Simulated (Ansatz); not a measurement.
in.yaml

```yaml
crystal:
  periodic: [false, false, false]
  atoms:
    - {symbol: Br, position_ang: [0.000000, 0.000000, -1.674200]}
    - {symbol: H, position_ang: [0.000000, 0.000000, -0.253600]}
    - {symbol: S, position_ang: [0.000000, 0.000000, 1.927800]}
basis:
  gaussian: {orbitals: 6-31G}
magnetization: {spin_polarized: false, initial_magnetization: 2}
correlation: {method: fic_mrcisd_q, electrons: outside_noble_gas, active_space: {window: {electrons: 8, orbitals: 6}}}
```

```sh
$ ansatz run in.yaml --threads 1 --pin off --events-out ev --progress --plain --max-ram 2393MiB
```

The program prints:

```
431 factors; integrals over basis functions are off by at most 6.9e-4 eV
mean field evaluation 1: about -80819.4345 eV, gradient 1.2e1 eV
mean field evaluation 2: about -80819.4362 eV, gradient 1.2e1 eV
mean field evaluation 4: about -80820.2415 eV, gradient 1.3e0 eV
mean field evaluation 8: about -80820.2543 eV, gradient 3.8e-2 eV
mean field evaluation 16: about -80820.1512 eV, gradient 9.5e-3 eV
mean field evaluation 32: about -80815.1657 eV, gradient 5.9e0 eV
mean field evaluation 64: about -80820.1512 eV, gradient 9.5e-3 eV
mean field evaluation 96: about -80820.1512 eV, gradient 1.3e-4 eV
mean field -80820.25427652 eV, -2970.0895627263 hartree, gradient 4.2e-6 eV, S^2 2.000000; 9 other end points of the search recorded, 0 dependent functions left out
reference -80820.25427652 eV, -2970.0895627263 hartree; 27, 25 occupied and 17, 19 virtual orbitals, 431 factors
state -80820.76296009 eV, -2970.1082565024 hartree
contracted CI cycle   1: correlation 0.00000000 eV, 0.0000000000 hartree, residual 1.07e1 eV
contracted CI cycle   2: correlation -1.56383800 eV, -0.0574699863 hartree, residual 1.82e0 eV
contracted CI cycle   3: correlation -1.62373357 eV, -0.0596711080 hartree, residual 4.65e-1 eV
contracted CI cycle   4: correlation -1.62747672 eV, -0.0598086662 hartree, residual 1.62e-1 eV
contracted CI cycle   5: correlation -1.62791945 eV, -0.0598249363 hartree, residual 6.81e-2 eV
contracted CI cycle   6: correlation -1.62800687 eV, -0.0598281491 hartree, residual 2.86e-2 eV
contracted CI cycle   7: correlation -1.62802643 eV, -0.0598288679 hartree, residual 1.34e-2 eV
contracted CI cycle   8: correlation -1.62803090 eV, -0.0598290320 hartree, residual 7.13e-3 eV
contracted CI cycle   9: correlation -1.62803197 eV, -0.0598290714 hartree, residual 2.71e-3 eV
contracted CI cycle  10: correlation -1.62803210 eV, -0.0598290761 hartree, residual 9.32e-4 eV
state -80820.76296009 eV, -2970.1082565024 hartree; corrected -80822.44392449 eV, -2970.1700308051 hartree
Total energy: -80822.44392449 eV, -2970.1700308051 hartree
```

Ran on 1 thread of Intel Xeon Platinum 8488C, shared host: 5 s wall, 0.13 GiB peak host memory.
